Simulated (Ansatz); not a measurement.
The same path of ClH3Si + H3N (9 atoms, charge 0, multiplicity 1) was run twice with different band settings. Lost on the way: Si1–Cl2, N6–H9. Made: Si1–N6, Cl2–H9.

These are results of Ansatz, RKS PBE-D4/def2-SVP, not measurements.

Relaxed end points:

```xyz
9
Properties=species:S:1:pos:R:3
Si 0.237 0.021 0.016
Cl 0.552 0.240 2.086
H 1.656 0.053 -0.509
H -0.452 1.193 -0.614
H -0.304 -1.322 -0.368
N -2.280 -0.044 0.994
H -3.082 -0.204 0.368
H -2.463 0.840 1.488
H -2.315 -0.777 1.715
```

```xyz
9
Properties=species:S:1:pos:R:3
Si -0.451 -0.022 -0.410
Cl -0.201 0.528 3.262
H 0.611 -0.980 0.035
H 0.009 1.402 -0.345
H -0.845 -0.345 -1.830
N -1.796 -0.172 0.753
H -2.190 -1.114 0.864
H -2.570 0.492 0.628
H -1.017 0.210 2.219
```

Common settings: movable images 5; climbing image yes; spring 5.0 eV/Å²; optimiser quadratic models (default); start path through a guess of the saddle point; force threshold 0.05 eV/Å; end points relaxed.

| run | iteration limit |
| --- | --- |
| 1 | 60 |
| 2 | 10 |

(1) What does each run give, and how far can it be trusted?

Results:

(1) Run 1: converged after 22 iterations, highest image 0.596 eV above the first end. A vibrational analysis at the climbing image gives one clearly imaginary mode, 143i cm⁻¹: a first-order saddle point.
Run 2: not converged after 10 iterations, highest image 0.695 eV above the first end. The band didn't meet its force threshold, so its energies are provisional: the largest band force was still 0.33 eV/Å, and over the last iterations the top moved between 0.69 and 0.78 eV.
The orbitals stay closed-shell, which can raise the energy where a bond breaks towards radicals; this wasn't checked here.
